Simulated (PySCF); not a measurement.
## What builds the first ionisation energy along group 15

Calculated with PySCF 2.14 from differences of total energies of unrestricted determinants, without spin-orbit coupling. Each column adds one step, in eV (sums use unrounded values): valence MP2, valence CCSD, valence triples, then the next inner shell at CCSD(T) (N 1s, P 2s 2p, As 3s 3p 3d, Sb 4s 4p 4d, Bi 5s 5p 5d). References (NIST) marked * lie between the lowest fine-structure levels; the others compare directly ((s) semi-empirical, (t) theoretical).

| element | UHF | + MP2 | + CCSD | + (T) | + inner shell | sum | reference |
| --- | --- | --- | --- | --- | --- | --- | --- |
| N [He] 2s2 2p3 → [He] 2s2 2p2 (x2c-TZVPPall, spin-free X2C) | 13.891 | 0.666 | -0.140 | 0.019 | 0.013 | 14.449 | 14.545 |
| P [Ne] 3s2 3p3 → [Ne] 3s2 3p2 (x2c-TZVPPall, spin-free X2C) | 9.897 | 0.570 | -0.063 | 0.041 | -0.006 | 10.440 | 10.526 |
| As [Ar] 3d10 4s2 4p3 → [Ar] 3d10 4s2 4p2 (x2c-TZVPPall, spin-free X2C) | 9.436 | 0.473 | -0.030 | 0.030 | 0.043 | 9.953 | 10.008 |
| Sb [Kr] 4d10 5s2 5p3 → [Kr] 4d10 5s2 5p2 (x2c-TZVPPall, spin-free X2C) | 8.577 | 0.392 | -0.012 | 0.027 | 0.059 | 9.042 | 9.124 |
| Bi [Xe] 4f14 5d10 6s2 6p3 → [Xe] 4f14 5d10 6s2 6p2 (x2c-TZVPPall, spin-free X2C) | 8.248 | 0.335 | 0.011 | 0.020 | 0.054 | 8.668 | 7.286 * |

What remains against the references is mostly basis incompleteness and, for starred values, spin-orbit coupling.

These are valence bases, so the inner-shell step is incomplete.
